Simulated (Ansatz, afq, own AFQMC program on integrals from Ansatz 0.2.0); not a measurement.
Breaking Al2–S3 in AlH2S2Cl, singlet

```xyz
6

S    -0.4136    1.7515   -1.1990
Al    0.0040   -0.0182   -0.0100
S     1.2046    0.1797    1.7897
Cl   -0.7432   -1.8954   -0.5927
H    -1.1366    1.0587   -2.1077
H     1.1269   -1.1402    2.0735
```

Products: AlHSCl (doublet; SH–Al–Cl) and HS (doublet), each relaxed with PBE0/def2-SVP like the molecule; electronic energies without zero-point terms. Determinants: RHF, UHF and UHF in that order.

Basis def2-TZVP. Only valence electrons are correlated. AFQMC by an in-house program on the Cholesky factors that Ansatz 0.2.0 writes for its CCSD(T) run. ph-AFQMC/CISD is guided by a CISD state made of CCSD amplitudes; releasing the constraint for a short imaginary time cuts its bias at the price of noise, slowly where states lie close. ± is one standard error of the sampling. The errors of all members are added in quadrature.

No full CI on the walks' own integrals is used here. The released AFQMC energy serves as the reference, which it does only where one determinant dominates, the energy is flat over the last release times and near the phaseless one (40 meV or 2 meV an electron, half that with transition metals). On small molecules, where full CI could be run and the noise was under 10 meV, such values lay within 10 meV of it in 19 cases of 20, a flattering rate, since the rule was set on those same cases; what remains of the bias isn't in the error bar. Each member takes its own surest rung, up to full CI.

The best estimate is CCSD(T) at the basis-set limit (CBS: def2-TZVPP and def2-QZVPP, with their diffuse functions for anions and beside diffuse sets, CCSD(T) itself extrapolated) plus the step from CCSD(T) to AFQMC with the constraint released in def2-TZVP. Rows without CBS are in def2-TZVP; B2PLYP and the wave-function rows carry a basis error of their own. Core correlation and relativity beyond core potentials are missing, and ± holds the sampling alone.

Cautions: AlH₂S₂Cl (singlet): the released value is read at 0.90 1/Eh with a noise of 17 meV, more than in the cases checked (meV from the phaseless value at times in 1/Eh: 16 ± 13 at 0.21, 6 ± 12 at 0.42, -9 ± 11 at 0.63, 19 ± 17 at 0.90); AlHSCl (doublet): the released value is read at 1.50 1/Eh with a noise of 11 meV, more than in the cases checked (meV from the phaseless value at times in 1/Eh: -9 ± 8 at 0.24, -8 ± 6 at 0.51, -4 ± 7 at 0.99, -8 ± 11 at 1.50).

Best estimate: 96.9 ± 0.5 kcal/mol.

| level | bond energy (kcal/mol) | error against the best estimate (kcal/mol) |
| --- | --- | --- |
| HF | 70.0 | -27.0 ± 0.5 |
| MP2 | 97.0 | 0.1 ± 0.5 |
| CCSD | 91.5 | -5.5 ± 0.5 |
| CCSD(T) | 93.6 | -3.4 ± 0.5 |
| ph-AFQMC/CISD | 94.0 ± 0.3 | -2.9 ± 0.6 |
| released AFQMC | 93.2 ± 0.5 | -3.8 |
| HF/CBS | 69.5 | -27.4 ± 0.5 |
| MP2/CBS | 100.8 | 3.8 ± 0.5 |
| CCSD(T)/CBS | 97.3 | 0.4 ± 0.5 |
| PBE | 91.8 | -5.1 ± 0.5 |
| r2SCAN | 92.6 | -4.3 ± 0.5 |
| PBE0 | 92.2 | -4.8 ± 0.5 |
| B3LYP | 88.9 | -8.0 ± 0.5 |
| wB97M-V | 97.7 | 0.7 ± 0.5 |
| B2PLYP | 92.2 | -4.8 ± 0.5 |

Correlation beyond CCSD(T) changes it by less than twice the noise. Going to the basis-set limit adds 3.7 kcal/mol at CCSD(T). The perturbative (T) step is worth +2.1 kcal/mol. The functionals spread over 8.8 kcal/mol; wB97M-V comes nearest and B3LYP is 8.0 kcal/mol too low.

Best estimates are given only where the step beyond CCSD(T) is under 0.3 eV and no member's determinant is very poor (T1 over 0.05, or 0.07 for open shells, ⟨S²⟩ too high by 0.3, two states mixed), so the hardest cases are missing from such tables.

The functionals ran in a triple-zeta set and keep a basis error of their own, a few kJ/mol for each bond in atomization energies and more for double hybrids, so close places among them and the extrapolated levels can swap.

Each member of a difference takes its own highest rung, so a best estimate needn't equal the limit plus the step of one row. Released energies are given only where the last usable release times agree within the noise; a slower fall can still hide under it.
